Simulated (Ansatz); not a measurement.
Born–Oppenheimer molecular dynamics of C2H5NS (9 atoms, charge 0, multiplicity 1). It starts at the highest image of a converged band, a first-order saddle point between two minima.

Computed with Ansatz 0.2.0, UKS B3LYP-D4/def2-SVP.

* ensemble: NVE (velocity Verlet)
* time step: 0.5 fs
* steps asked: 200
* starting velocities drawn for: 100 K
* seed: 5186

First frame:

```xyz
9
Properties=species:S:1:pos:R:3
C 0.793 0.998 0.078
C -0.022 -0.072 0.098
N 0.060 -1.166 -0.747
S -1.385 -0.194 1.279
H 1.587 1.082 -0.670
H 0.675 1.805 0.799
H -0.492 -1.978 -0.502
H 0.969 -1.371 -1.147
H -2.096 0.849 0.795
```

(1) How far do the bonds stretch over the last three quarters of this one trajectory? (Pairs bonded in most of those frames.)

## Answers

(1) 
```json
{"bond": "C1–C2", "mean (Å)": "1.347", "spread (Å)": "0.007", "shortest": "1.34", "longest": "1.36"}
{"bond": "C1–H5", "mean (Å)": "1.094", "spread (Å)": "0.004", "shortest": "1.08", "longest": "1.10"}
{"bond": "C1–H6", "mean (Å)": "1.090", "spread (Å)": "0.007", "shortest": "1.08", "longest": "1.10"}
{"bond": "C2–N3", "mean (Å)": "1.383", "spread (Å)": "0.011", "shortest": "1.36", "longest": "1.40"}
{"bond": "C2–S4", "mean (Å)": "1.802", "spread (Å)": "0.010", "shortest": "1.78", "longest": "1.82"}
{"bond": "N3–H7", "mean (Å)": "1.013", "spread (Å)": "0.009", "shortest": "1.00", "longest": "1.03"}
{"bond": "N3–H8", "mean (Å)": "1.014", "spread (Å)": "0.005", "shortest": "1.00", "longest": "1.03"}
{"bond": "S4–H9", "mean (Å)": "1.353", "spread (Å)": "0.018", "shortest": "1.33", "longest": "1.38"}
```

Mean temperature of the second half: 87 K. The conserved energy stayed within 0.034 meV per atom of its start (net change 0.018 meV per atom), so the integration is sound. A run of 0.1 ps of so small a system gives no equilibrium averages. The orbitals stay closed-shell, which can raise the energy where a bond breaks towards radicals; this wasn't checked here.

Time of the run: 8.2 min on 2 threads of Arm Neoverse V1, with other jobs on the host, peak memory 0.22 GiB.
